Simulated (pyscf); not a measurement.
Thermochemistry of product channels of O=Si(Cl)–Cl + hydrogen (H₂) on the singlet surface, in kcal/mol, from ωB97M-D3(BJ)/def2-TZVP energies (ideal gas, 1 atm, RRHO with modes under 100 cm⁻¹ raised to 100, one conformer, R ln 2 for rigid chiral ones). Structures and frequencies: ωB97X-D3(BJ)/def2-SVP in PySCF.

| products | ΔE | ΔH(298 K) | ΔG(900 K) | ΔG(1200 K) |
|---|---|---|---|---|
| HO–SiH(Cl)–Cl | [?] | -48.7 | -24.2 | -16.0 |
| O=SiH–Cl + hydrogen chloride (HCl) | [?] | +18.0 | +12.6 | +11.3 |

What belongs in the gaps?


- HO–SiH(Cl)–Cl, ΔE: -53.1
- O=SiH–Cl + hydrogen chloride (HCl), ΔE: +16.7

These are energies of the channels, which say nothing of barriers. O=SiH–Cl lies 15.5 kcal/mol over its isomer HO–Si:–Cl [singlet], and others may lie lower still (electronic energy, ωB97M-D3(BJ)).
